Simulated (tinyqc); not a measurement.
Pariser-Parr-Pople SCF with singles CI, for the molecule O=CC=O (SMILES; centres numbered as the heavy atoms are written), step by step. One step of it, computed by the program tinyqc.

Question. Iteration 2: orbitals and new P. Diagonalise F (the basis is taken as orthonormal) and form P = 2 sum c c over the lowest orbitals.

F (eV):
```
,1O,2C,3C,4O
1O,-8.708992,-6.335876,-0.153535,0.683343
2C,-6.335876,-6.583045,-3.964492,-0.153535
3C,-0.153535,-3.964492,-6.583045,-6.335876
4O,0.683343,-0.153535,-6.335876,-8.708992
```

pi electrons, sum of z_r less the charge = 4

Give: orbital energies; P after iteration 2.

Answer.

orbital energies (eV): -15.8974  -13.0547  -2.6758  1.0438

P after iteration 2:
```
,1O,2C,3C,4O
1O,1.1449,0.9293,0.0523,-0.3356
2C,0.9293,0.8551,0.3356,0.0523
3C,0.0523,0.3356,0.8551,0.9293
4O,-0.3356,0.0523,0.9293,1.1449
```
